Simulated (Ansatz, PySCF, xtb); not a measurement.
Bonds broken one at a time in the series SiH2(OH)-X. Isolated molecules, 0 K electronic values unless said otherwise. One relaxed conformer stands for each flexible species; it need not be the lowest. Strings in code marks are SMILES. In the def2 sets, heavy atoms carry core potentials. Quantity: homolytic bond dissociation enthalpy at 298 K (no spin–orbit term). Thermal and zero-point terms are GFN2-xTB rigid-rotor harmonic values (xtb). Level 1: PBE-D3(BJ)/def2-TZVP // PBE0-D4/def2-TZVP (PySCF). Level 2: frozen-core CCSD(T)/def2-TZVPP // PBE0-D4/def2-TZVP (Ansatz, a program for electronic structure).

```json
[
 {"case": "C–Si bond of `CC(=O)[SiH2]O` (O–C–Si–O torsion 0°, C–Si–O–H torsion 0°), giving `C[C]=O` and `O[SiH2]` (H–O–Si–H torsion 61°)", "level 1 (kcal/mol)": "72.8", "level 2 (kcal/mol)": "74.7"},
 {"case": "C–C bond of `CC(=O)[SiH2]O` (O–C–Si–O torsion 0°, C–Si–O–H torsion 0°), giving `O=[C][SiH2]O` (O–C–Si–O torsion 145°, C–Si–O–H torsion 45°) and `[CH3]`", "level 1 (kcal/mol)": "77.0", "level 2 (kcal/mol)": "withheld"},
 {"case": "Si–Br bond of `O[SiH2]Br` (H–O–Si–Br torsion 59°), giving `O[SiH2]` (H–O–Si–H torsion 61°) and `[Br]`", "level 1 (kcal/mol)": "101.3", "level 2 (kcal/mol)": "100.4"},
 {"case": "C–O bond of `O=C(O)[SiH2]O`, giving `O=[C][SiH2]O` (O–C–Si–O torsion 145°, C–Si–O–H torsion 45°) and `[OH]`", "level 1 (kcal/mol)": "106.9", "level 2 (kcal/mol)": "101.6"},
 {"case": "Si–O bond of `O=C[SiH2]O` (O–C–Si–O torsion 0°, C–Si–O–H torsion 0°), giving `O=C[SiH2]` (O–C–Si–H torsion 21°) and `[OH]`", "level 1 (kcal/mol)": "118.3", "level 2 (kcal/mol)": "121.8"},
 {"case": "O–Si bond of `O[SiH2]I` (H–O–Si–I torsion 56°), giving `[OH]` and `[SiH2]I`", "level 1 (kcal/mol)": "121.0", "level 2 (kcal/mol)": "122.1"},
 {"case": "Si–O bond of `N#C[SiH2]O` (C–Si–O–H torsion 58°), giving `N#C[SiH2]` and `[OH]`", "level 1 (kcal/mol)": "121.4", "level 2 (kcal/mol)": "123.4"},
 {"case": "O–Si bond of `O[SiH2]Br` (H–O–Si–Br torsion 59°), giving `[OH]` and `[SiH2]Br`", "level 1 (kcal/mol)": "123.2", "level 2 (kcal/mol)": "124.6"}
]
```

Problem. Fit level 2 = a + b·x to the 7 complete rows by least squares, with x = level 1 in kcal/mol. Give a, b and the rms residual, and predict the withheld value.

Solution. Means of the 7 rows: x̄ = 109.27, ȳ = 109.8 kcal/mol. Σ(x − x̄)² = 1959.5 and Σ(x − x̄)(y − ȳ) = 1998.2, so b = 1.020 and a = ȳ − b·x̄ = -1.66 kcal/mol. The rms residual is 2.65 kcal/mol. At x = 77 the line gives 76.9 kcal/mol. The run for C–C bond of `CC(=O)[SiH2]O` (O–C–Si–O torsion 0°, C–Si–O–H torsion 0°), giving `O=[C][SiH2]O` (O–C–Si–O torsion 145°, C–Si–O–H torsion 45°) and `[CH3]` gave 75.3 kcal/mol, so the line is off by 1.6 kcal/mol, within twice the rms residual.

Codes: Ansatz, PySCF, xtb.
